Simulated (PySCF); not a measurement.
## Working out the ionisation energy of Cl

Cl [Ne] 3s2 3p5 (2P) → Cl⁺ [Ne] 3s2 3p4 (3P). Computed with PySCF 2.14 in def2-TZVP (5s5p2d1f, 37 functions), with the non-relativistic Hamiltonian (point nucleus). Frozen: [Ne]. Energies in hartree (1 hartree = 27.21139 eV):

```
            part   Cl (lower)  Cl⁺ (upper)
             UHF  -459.476810  -459.044148
CCSD correlation    -0.179505    -0.146511
             (T)    -0.005685    -0.004332
```

What does Hartree-Fock give?

(-459.044148) − (-459.476810) = 0.432662 hartree = 11.773 eV.

What do CCSD and CCSD(T) give?

The CCSD correlation energies differ by 0.032994 hartree = 0.898 eV and the triples by 0.001353 hartree = 0.037 eV, so CCSD gives 12.671 eV and CCSD(T) 12.708 eV.

Measured between the centres of the two terms (NIST): 12.974 eV, so CCSD(T) (valence) is off by -0.266 eV.

What remains against the reference includes basis incompleteness, the frozen core and higher excitations.
